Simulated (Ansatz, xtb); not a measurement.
**C5H10O: 4 structures ranked**

4 gas-phase structures of C5H10O, from a drawn sample of its isomers (lower ones may exist). Each was relaxed with GFN2-xTB; where two conformers were screened, the lower at r2SCAN-D4/def2-SVP//GFN2-xTB is listed:

A. `CC/C=C(/C)O`, a singlet
B. `CCCC(C)=O`, a singlet
C. `C=C(O)CCC`, a singlet
D. `CC/C=C(\C)O`, a singlet

Q: Which do you expect lowest at r2SCAN-D4/def2-SVP//GFN2-xTB, and how would the others follow?

A: Calculated order at r2SCAN-D4/def2-SVP//GFN2-xTB: B (0.0), A (12.2), D (13.6), C (13.9) kcal/mol. Less than 1 kcal/mol parts D and C, so the order within that pair means little.

Energies above the lowest of each column, in kcal/mol; the last columns are at r2SCAN-D4/def2-SVP geometries:

```tsv
structure	GFN2-xTB	HF/STO-3G	r2SCAN-D4/def2-SVP//GFN2-xTB	r2SCAN-D4/def2-SVP	CCSD(T)/def2-SVP + ΔMP2/def2-TZVPP
B	0.0	0.0	0.0	0.0	0.0
A	8.1	18.2	12.2	12.2	10.7
D	8.3	18.4	13.6	13.3	11.8
C	9.5	19.2	13.9	13.7	11.6
```

Every level run on B puts it lowest or level with the lowest. CCSD(T)/def2-SVP + ΔMP2/def2-TZVPP orders those it was run on as B (0.0), A (10.7), C (11.6), D (11.8) kcal/mol. Less than 1 kcal/mol parts A and C; C and D, so the order within those pairs means little. Flexible structures stand in one conformer each, not always the lowest. The ΔMP2 step shifts differences by up to 3.3 kcal/mol, which makes them less sure. ΔMP2 is the change of the MP2 energy from the smaller to the larger basis.

Over these structures GFN2-xTB departs from r2SCAN-D4/def2-SVP//GFN2-xTB by 1.7 kcal/mol on average once a common shift is removed. A GFN2-xTB relaxation took about 0.5 s and the r2SCAN-D4/def2-SVP//GFN2-xTB energy about 7.2 s on a shared host (Ansatz 0.2.0, xtb 6.7.1).
